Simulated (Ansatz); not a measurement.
The cluster BO2H. The state is a singlet with charge 0. Geometry PBE0-D4/def2-TZVP.

```xyz
4

B     0.4695    0.4003    0.1743
O    -0.4108   -0.3504   -0.1525
O    -1.3836   -1.1798   -0.5135
H     1.3249    1.1299    0.4918
```

The structure holds 1 bond(s) between oxygen atoms. Another isomer (singlet) lies 6.63 eV lower at PBE0-D4/def2-TZVP; other spin states weren't run for this one.

Task: Estimate the orbital energies around the gap (eV) in Ansatz with PBE-D4/def2-TZVP, revPBE-D4/def2-TZVP, BLYP-D4/def2-TZVP, r2SCAN-D4/def2-TZVP, PBE0-D4/def2-TZVP.

Result: 
```
orbital  PBE-D4/def2-TZVP  revPBE-D4/def2-TZVP  BLYP-D4/def2-TZVP  r2SCAN-D4/def2-TZVP  PBE0-D4/def2-TZVP
 HOMO−5            -13.56               -13.51             -13.36               -14.08             -15.27
 HOMO−4            -12.28               -12.27             -12.22               -12.90             -14.19
 HOMO−3            -12.25               -12.16             -12.09               -12.64             -14.05
 HOMO−2            -12.25               -12.16             -12.09               -12.64             -14.05
 HOMO−1             -5.76                -5.68              -5.65                -5.94              -7.07
   HOMO             -5.76                -5.68              -5.65                -5.94              -7.07
   LUMO             -1.78                -1.71              -1.71                -1.49              -0.96
 LUMO+1             -1.78                -1.71              -1.71                -1.49              -0.96
 LUMO+2             -0.55                -0.50              -0.50                -0.11               0.42
 LUMO+3              0.56                 0.60               0.56                 1.33               1.40
 LUMO+4              1.11                 1.09               1.05                 2.38               2.42
 LUMO+5              3.28                 3.23               3.27                 4.34               4.00
```
